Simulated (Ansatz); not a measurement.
# SiN2H (doublet): wave-function methods side by side, def2-TZVPP

An exercise on one series of results from a longer session: the logs are not shown, and one member is left open.

Method: def2-TZVPP, core rule «outside noble gas», up to 7 orbitals frozen; program: Ansatz 0.2.0, Gaussian basis.

To be run: UHF; ROHF; CCSD(T) on UHF.

2 further runs of the same task are left out: 2 set aside as unsound or not needed.

## The system

The geometry is a PBE0/def2-TZVP stationary point (not a proven minimum).

4 atoms, charge 0, spin multiplicity 2.

Atoms are counted from 1 here; the program's logs count them from 0.

Bond lengths: Si1–N2 1.658 Å, Si1–N3 1.658 Å, Si1–H4 1.472 Å, N2–N3 1.546 Å. Angles: N2–Si1–N3 55.6°, N2–Si1–H4 152.2°, N3–Si1–H4 152.2°, Si1–N2–N3 62.2°, Si1–N3–N2 62.2°.

Set-up of the first run:

in.yaml

```yaml
crystal:
  periodic: [false, false, false]
  atoms:
    - {symbol: Si, position_ang: [0.000000, 0.000000, 0.693477]}
    - {symbol: N, position_ang: [0.000000, -0.773207, -0.773173]}
    - {symbol: N, position_ang: [0.000000, 0.773207, -0.773173]}
    - {symbol: H, position_ang: [0.000000, 0.000000, 2.165363]}
basis:
  gaussian: {orbitals: def2-TZVPP}
magnetization: {spin_polarized: true, initial_magnetization: 1}
hamiltonian: {xc: hf}
output: {orbitals: {seedname: orbitals}}
```

The run is started by

```sh
> ansatz run in.yaml --threads 1 --pin off --events-out ev --progress --plain --max-ram 2560MiB --backend cpu
```

Among the steps run: UHF; ROHF; CCSD(T) on UHF.

One table of the session follows, with a row left open; its other results are not shown here.

It belongs to the step «Misses and costs». 

| method | from UCCSD(T) (meV) |
| --- | --- |
| ROHF | +15060.0 |
| UHF | +14409.8 |
| UMP2 | ? |
| UCCSD | +815.3 |
| UCCSD(T) | 0 |

Q: Estimate the row for UMP2 from the others.

The run gave: from UCCSD(T) (meV): +1517.3. In the column «from UCCSD(T) (meV)» it lies between UCCSD (+815.3) and UHF (+14409.8).

With the free atoms at the same levels and basis (separate runs), the atomisation energy is 9.489 eV at UCCSD(T), 2.992 eV at ROHF.
